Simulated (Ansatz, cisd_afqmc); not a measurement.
Barrier from CH3ClF- (complex or saddle point, singlet) to the saddle point below; all geometries are those of the NHTBH38 set.
```xyz
6

F      0.0000     0.0000    -2.5379
C      0.0000     0.0000    -0.4884
H      0.0000     1.0621    -0.6150
H     -0.9198    -0.5310    -0.6150
H      0.9198    -0.5310    -0.6150
Cl     0.0000     0.0000     1.6245
```
Charge -1, spin multiplicity 1.

Total energies in hartree (Ansatz, a first-principles code, AFQMC by cisd_afqmc). UHF or UKS for unpaired electrons; spin-orbit terms are left out. Cores are frozen in correlated methods. No relativity. AFQMC/CISD: phaseless, guided by CISD from CCSD amplitudes; bars are statistical, one sigma. Outlying blocks are dropped, and bars are widened where a walk drifts. Over all cases where full CI ran beside it in this data, AFQMC minus full CI had a median of +0.1 mEh and passed +0.4 mEh in a tenth of the cases.

| species | HF/aug-cc-pV(T+d)Z | CCSD(T)/aug-cc-pV(T+d)Z | HF/aug-cc-pV(Q+d)Z | CCSD(T)/aug-cc-pV(Q+d)Z | AFQMC/CISD/aug-cc-pV(T+d)Z |
|---|---|---|---|---|---|
| 1: CH3ClF- (complex or saddle point, singlet) | -598.62311 | -599.35276 | -598.63525 | -599.41045 | -599.35508 ± 0.00039 |
| 2: CH3ClF- (complex or saddle point, singlet) | -598.61671 | -599.34770 | -598.62866 | -599.40530 | -599.34996 ± 0.00040 |

### Question
Work out the barrier height (electronic, no zero-point energy) in kcal/mol: take Hartree-Fock from aug-cc-pV(Q+d)Z, extrapolate the CCSD(T) correlation energy as X^-3 (X = 3, 4), and add AFQMC/CISD - CCSD(T) in aug-cc-pV(T+d)Z. 1 hartree = 627.51 kcal/mol.

### Answer

Species 1: correlation (64·(-0.77520) - 27·(-0.72965))/37 = -0.80844; step -0.00232; E1 = -598.63525 + (-0.80844) + (-0.00232) = -599.44601
Species 2: correlation (64·(-0.77664) - 27·(-0.73099))/37 = -0.80995; step -0.00226; E2 = -598.62866 + (-0.80995) + (-0.00226) = -599.44087
-1·E1 +1·E2 = 0.00514 hartree = 3.2 ± 0.4 kcal/mol. The bar is the root of the summed squares. Published benchmark value: 2.9 kcal/mol (Zhao et al., NHTBH38), a best estimate, not a measurement. The composite differs from it by +0.3 kcal/mol; core, relativistic and spin-orbit terms are not in it.
